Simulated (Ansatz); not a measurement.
Compare A (`C#CCC`) with its isomer B (`C=CC=C`).

Computed with Ansatz on PBE0-D4/def2-TZVP structures; ΔE is electronic, products minus reactants. CBS: MP2 limit from def2 TZ/QZ plus the TZ coupled-cluster correction, frozen cores. Functionals use def2-TZVPP. B3LYP here is the variant with VWN-RPA as its local correlation; programs differ in this. Each species was taken in one conformer, which may not be the lowest.

Problem. Which isomer does CCSD(T)/CBS put lower? Give the gap. (Estimate.)

Solution. Ansatz gave: B, by 13.3 kcal/mol.

Problem. Give E(B) − E(A) in kcal/mol with PBE-D4, BLYP-D4, r2SCAN-D4, PBE0-D4, CCSD(T)/def2-SVP, B3LYP-D4, B3LYP. (Estimate.)

Solution. The calculation gave: PBE-D4 -16.2, BLYP-D4 -16.8, r2SCAN-D4 -15.9, PBE0-D4 -15.2, CCSD(T)/def2-SVP -13.8, B3LYP-D4 -16.0, B3LYP -15.6. None reverses the order clearly.

Problem. Does the order hold for the free energy at 298.15 K (harmonic terms from PBE0-D4)? (Estimate.)

Solution. Ansatz gave: Yes: G(B) − G(A) = -12.4 kcal/mol, for one conformer each.

Largest T1 diagnostic: 0.011.

From BLYP to BHLYP (50 % exact exchange), in def2-TZVPP and without D4, E(B) − E(A) moves by +1.4 kcal/mol. Leaving LDA and LC-ωPBE aside and taking each functional with its dispersion term where it has one, the values, not all of them listed here, spread over 4.2 kcal/mol, from BLYP-D4 to PBE-QIDH.
